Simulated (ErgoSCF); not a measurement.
**CHO+ (SMILES C#[O+]) at UHF/6-31++G(d,p) (spherical functions)**

What is the vertical singlet–triplet gap of CHO+ at UHF/6-31++G** (spherical functions)? 

Program for the calculation: ErgoSCF 3.8.

4 further runs of the same task are left out: 3 that didn't finish, 1 set aside as unsound or not needed.

**1. The structure to begin with**

CHO+ has 3 atoms, charge +1, and is taken as a singlet. As SMILES, `C#[O+]`. The coordinates come from a GFN2-xTB relaxation.

Bond lengths: C1–O2 1.091 Å, C1–H3 1.098 Å. Angles: O2–C1–H3 179.9°.

**2. The energy at UHF/6-31++G(d,p) (spherical functions)**

File molecule.xyz:

```xyz
3
CHO
C      0.000660     0.002380     0.000800
O      0.164200     1.060720     0.207090
H     -0.164860    -1.063100    -0.207890
```

Command:

```console
$ ergo -m molecule.xyz -e 'set_nthreads(1)' -e 'charge = 1' -e 'scf.max_number_of_iterations = 100' -e 'tmpdir = "."' -e 'scf.force_unrestricted = 1' -e 'basis = "6-31++Gss"' -e 'scf.output_mulliken_pop = 1' -e 'scf.starting_guess_disturbance = 0.05' -e 'scf.use_diagonalization = 1' -e 'run "HF"'
```

Standard output, shortened:

```text
[...]
INSC SCF_general constructor, number of basis functions: 42
[...]
INSC Energy   1 =        -38.62067425638
[...]
INDE E_LUMO =         -0.19435131851
[...]
INSC Energy  19 =       -112.96862866798  ( diff     -0.000000000001990 )
[...]
RESC CONVERGED after  19 iterations.
RESC FINAL ENERGY:       -112.96862866798
RESC FINAL <S2> =          0.00000000000
[...]
INSC SCF: dipole_moment_x [atomic units] =      -0.10316025
INSC SCF: dipole_moment_y [atomic units] =      -0.66820597
INSC SCF: dipole_moment_z [atomic units] =      -0.13013728
[...]
```

Wall time 6 s (1 thread of Arm Neoverse V1, shared host).

**3. The triplet**

File input.xyz:

```xyz
3
CHO
C      0.000660     0.002380     0.000800
O      0.164200     1.060720     0.207090
H     -0.164860    -1.063100    -0.207890
```

Command:

```console
$ ergo -m input.xyz -e 'set_nthreads(1)' -e 'charge = 1' -e 'basis = "6-31++Gss"' -e 'scf.max_number_of_iterations = 100' -e 'scf.use_diagonalization = 1' -e 'scf.starting_guess_disturbance = 0.05' -e 'scf.output_mulliken_pop = 1' -e 'spin_polarization = 2' -e 'tmpdir = "."' -e 'run "HF"'
```

Standard output, shortened:

```text
[...]
INSC SCF_general constructor, number of basis functions: 42
[...]
INSC Energy   1 =        -38.68606052289
[...]
INDE E_LUMO =         -0.41129190867
[...]
INSC Energy  20 =       -112.71424456624  ( diff     -0.000000000010942 )
[...]
RESC CONVERGED after  20 iterations.
RESC FINAL ENERGY:       -112.71424456624
RESC FINAL <S2> =          2.01753047930
[...]
INSC SCF: dipole_moment_x [atomic units] =      -0.01575955
INSC SCF: dipole_moment_y [atomic units] =      -0.10114544
INSC SCF: dipole_moment_z [atomic units] =      -0.01950639
[...]
```

It took 6 s on 1 thread of Arm Neoverse V1, shared host.

**4. Summary of results**

At UHF/6-31++G** (spherical functions):

| quantity | value |
| --- | --- |
| singlet: total energy | -112.96863 Eh |
| triplet: total energy | -112.71424 Eh |
| triplet: ⟨S²⟩ | 2.018 |
| vertical energy of the triplet above the singlet | 6.922 eV |

**Reading.** At this shape the triplet lies 6.92 eV (668 kJ/mol) above the singlet. Mulliken charges (singlet) run from -0.06 on O2 to +0.67 on C1; in a basis this large or diffuse they mean little.
